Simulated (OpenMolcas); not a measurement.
**Worked example: vertical ionisation energy of CH3AlO (SMILES [CH3][Al]=[O])**

The species is CH3AlO (6 atoms), meant as a singlet with charge 0. SMILES: `[CH3][Al]=[O]`. Geometry: relaxed at PBE0-D4/def2-TZVP.

```xyz
6

C    -0.4125    0.4982   -0.3154
Al    0.6967   -0.8414    0.5325
O     1.6117   -1.9463    1.2321
H     0.0652    1.4791   -0.2639
H    -1.3836    0.5609    0.1808
H    -0.5774    0.2494   -1.3661
```

Both states at this one shape; open shells run unrestricted unless said. 1 Eh = 27.2114 eV.

```
             level     program  singlet CH3AlO (Eh)  doublet CH3AlO+ (Eh)  HOMO of the first (eV)
 M06-L/aug-cc-pVDZ  OpenMolcas          -357.546755           -357.201421                   -5.90
M06-2X/aug-cc-pVDZ  OpenMolcas          -357.497638           -357.150017                   -8.71
```

**Question.** Work out the vertical ionisation energy at each level.

**Answer.** 
1. M06-L/aug-cc-pVDZ: -357.201421 − (-357.546755) = 0.345334 Eh = 9.40 eV; −ε(HOMO) = 5.90 eV.
2. M06-2X/aug-cc-pVDZ: -357.150017 − (-357.497638) = 0.347621 Eh = 9.46 eV; −ε(HOMO) = 8.71 eV.

No measured value is set beside it here; the levels span 9.40 to 9.46 eV. In semi-local functionals −ε(HOMO) lies far under the ionisation energy, a result of self-interaction, while the difference of totals does much better.
